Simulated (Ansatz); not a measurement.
**SiNO+ (quintet): the correlation ladder, cc-pVDZ**

One table from this session's results is given with a row withheld; the runs are named, their logs left out.

Computed with Ansatz 0.2.0, Gaussian basis. Level: cc-pVDZ, core rule «outside noble gas», up to 7 orbitals frozen.

Plan: UHF; CCSD(T) on ROHF; CCSD(T) on UHF; BCCD(T) on ROHF; CISD as a restricted active space (open shells left free, so some higher excitations enter); CCSDT(Q) on ROHF; CCSDT(Q) on UHF.

35 further runs of the same task are left out: 11 for a known fault of the program, 10 that didn't finish, 14 set aside as unsound or not needed. Runs told in other sessions of the task aren't counted.

## What is computed

The geometry is a PBE0/def2-TZVP stationary point (not a proven minimum) of the parent state, kept for this charge and spin.

3 atoms, charge 1, spin multiplicity 5.

Atoms are counted from 1 here; the program's logs count them from 0.

Bond lengths: N1–O2 1.289 Å, O2–Si3 1.710 Å. Angles: N1–O2–Si3 128.1°.

Set-up of the first run:

Contents of in.yaml:

```yaml
crystal:
  periodic: [false, false, false]
  atoms:
    - {symbol: N, position_ang: [0.000000, -0.294753, 1.597255]}
    - {symbol: O, position_ang: [0.000000, 0.427443, 0.529787]}
    - {symbol: Si, position_ang: [0.000000, -0.096502, -1.098380]}
basis:
  gaussian: {orbitals: cc-pVDZ}
total_charge: 1
magnetization: {spin_polarized: true, initial_magnetization: 4}
hamiltonian: {xc: hf}
output: {orbitals: {seedname: orbitals}}
```

Started as:

```bash
> ansatz run in.yaml --threads 1 --pin off --events-out ev --progress --plain --max-ram 2393MiB
```

Steps of the session up to this table: UHF; CCSD(T) on ROHF; CCSD(T) on UHF; BCCD(T) on ROHF; CISD as a restricted active space (open shells left free, so some higher excitations enter); CCSDT(Q) on ROHF; CCSDT(Q) on UHF.

One table of the session follows, with a row left open; its other results are not shown here.

```
   method  from UCCSDT(Q) (meV)
     ROHF              +10111.1
      UHF               +9808.3
     RMP2               +1178.4
     UMP2               +1147.4
     CISD               +1329.2
    RCCSD                +480.5
    UCCSD                +474.1
 RCCSD(T)                +110.0
 UCCSD(T)                +109.5
  BCCD(T)                +110.0
   RCCSDT                     ?
   UCCSDT                 +54.9
RCCSDT(Q)                 +18.7
UCCSDT(Q)                     0
```

Q: Estimate the row for RCCSDT from the others.

**Answer.** from UCCSDT(Q) (meV): +55.3. In the column «from UCCSDT(Q) (meV)» it lies between UCCSDT (+54.9) and UCCSD(T) (+109.5).

Limits of these values: Restricted and unrestricted rows rest on different reference determinants; a gap between their highest levels can come from leftover correlation error, from unlike frozen cores or from another state.
